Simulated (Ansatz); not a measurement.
Reaction (SMILES): [NH2] (NH2) → 2 H atom + N atom
B3LYP-D3(BJ)/def2-TZVP geometries, fixed; electronic energies without zero-point terms.

Energies in hartree at MP2 with Ansatz (a first-principles code); the atomisation energy is their sum with the coefficients shown, times 627.509 kcal/mol a hartree. All functions are spherical. Cores are frozen. Open shells are unrestricted. No added dispersion term, no relativity.

```
species      coefficient          part    cc-pVDZ    cc-pVTZ    cc-pVQZ
-----------  -----------  ------------  ---------  ---------  ---------
[NH2] (NH2)           -1  Hartree-Fock  -55.56699  -55.58579  -55.59045
[NH2] (NH2)           -1   correlation   -0.14364   -0.18471   -0.19855
H atom                +2  Hartree-Fock   -0.49928   -0.49981   -0.49995
N atom                +1  Hartree-Fock  -54.39111  -54.40069  -54.40372
N atom                +1   correlation   -0.07074   -0.09593   -0.10388
```

Q: Predict the atomisation energy in cc-pV5Z (X = 5): let each Hartree-Fock step shrink by the ratio of the last two, and fit each correlation energy at X = 3 and 4 to E + A/X^3. Compare with the run.

A: 
- [NH2] (NH2): steps -0.01880 and -0.00466, ratio 0.248, so Hartree-Fock -55.59161 (run: -55.59178); A = (-0.18471 - (-0.19855))/(1/27 - 1/64) = 0.6464, correlation -0.19855 - A/64 + A/125 = -0.20348 (run: -0.20401).
- H atom: steps -0.00053 and -0.00014, ratio 0.264, so Hartree-Fock -0.49999 (run: -0.49999).
- N atom: steps -0.00958 and -0.00303, ratio 0.316, so Hartree-Fock -54.40468 (run: -54.40444); A = (-0.09593 - (-0.10388))/(1/27 - 1/64) = 0.3713, correlation -0.10388 - A/64 + A/125 = -0.10671 (run: -0.10709).
Predicted 178.04 kcal/mol; the run in cc-pV5Z gives 178.39, a miss of -0.35. Keeping the value in cc-pVQZ, 176.64, would miss by -1.74. All sums are of the energies as printed.
